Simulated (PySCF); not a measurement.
A geometry optimisation on `P` (PH3).

Computed with PBE0-D3(BJ)/def2-SVP geometry optimisation, gas phase (PySCF 2.14.0). Start geometry: GFN2-xTB. A driver script takes a list of jobs; this job's settings line and coordinates (Å) are shown.

Input:
```
{"job": {"xc": "PBE0", "basis": "def2-SVP", "d3": "d3bj", "grid": 1, "maxiter": 30, "shake": 0.01, "kind": "geom"}, "charge": 0, "multiplicity": 1}
P      0.018930    -0.022090     0.574560
H     -0.564340     1.004100    -0.207800
H      1.138140    -0.018640    -0.198210
H     -0.554740    -0.988730    -0.201560
```

Output:
```
step   0  E = -342.89322127  max force = 0.032281
step   1  E = -342.89699145  max force = 0.010609
step   2  E = -342.89728145  max force = 0.002207
step   3  E = -342.89729377  max force = 0.000078
optimisation converged
```

Energies in Eh; «max force» is the largest Cartesian gradient component in Eh/bohr.

Q: Give the first gradient maximum in eV/Å.

A: With 1 Eh/bohr = 51.422 eV/Å, 1.660 eV/Å.

In short: final energy -342.89729 Eh after 3 steps; dipole 0.91 D.

Q: Give the final coordinates.

A: 0.051 Å rms from the input after alignment:
```
atom  x, y, z in Å
P1     0.0256   -0.0410    0.4763
H2    -0.5990    1.0211   -0.2472
H3     1.1993   -0.0042   -0.3374
H4    -0.5896   -1.0495   -0.3272
```

Q: Estimate the wall time. Hardware: an AMD EPYC 7R43 with one thread, shared host with 256 logical CPUs at a one-minute load of 109. And the peak memory of the process?

A: About 2.0 s, with 0.25 GiB resident at the peak, the Python interpreter and its libraries included.
Labels such as C1 count atoms from 1, the log's own numbers from 0.
